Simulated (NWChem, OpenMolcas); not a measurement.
**How basis sets differ on CH4Si (SMILES C[SiH])**

The species is CH4Si (6 atoms), meant as a singlet with charge 0. SMILES: `C[SiH]`. The shape is that of a PBE0-D4/def2-TZVP optimisation.

Each level gives the HOMO–LUMO gap (eV). The values are calculated.

| level | kind | program | value (eV) | CPU time |
| --- | --- | --- | --- | --- |
| HF/ANO-RCC-MB (DKH2) | Hartree–Fock | OpenMolcas | 9.72 | 1.4 s |
| HF/STO-3G | Hartree–Fock | NWChem | 12.19 | 0.98 s |
| HF/3-21G | Hartree–Fock | OpenMolcas | 9.28 | 2.4 s |
| HF/ANO-RCC-VDZP (DKH2, RICD fitting) | Hartree–Fock | OpenMolcas | 9.44 | 3.8 s |
| HF/def2-SVP | Hartree–Fock | NWChem | 9.51 | 3.2 s |
| HF/def2-TZVP | Hartree–Fock | NWChem | 9.34 | 25 s |
| HF/ANO-RCC-VTZP (DKH2, RICD fitting) | Hartree–Fock | OpenMolcas | 9.29 | 5.3 s |

The values span 9.28 to 12.19 eV. A Hartree–Fock LUMO above zero doesn't converge with the basis: it sinks as sets grow more diffuse. Orbital gaps aren't excitation energies. CPU times are rough (shared hosts, several kinds of processor and program).
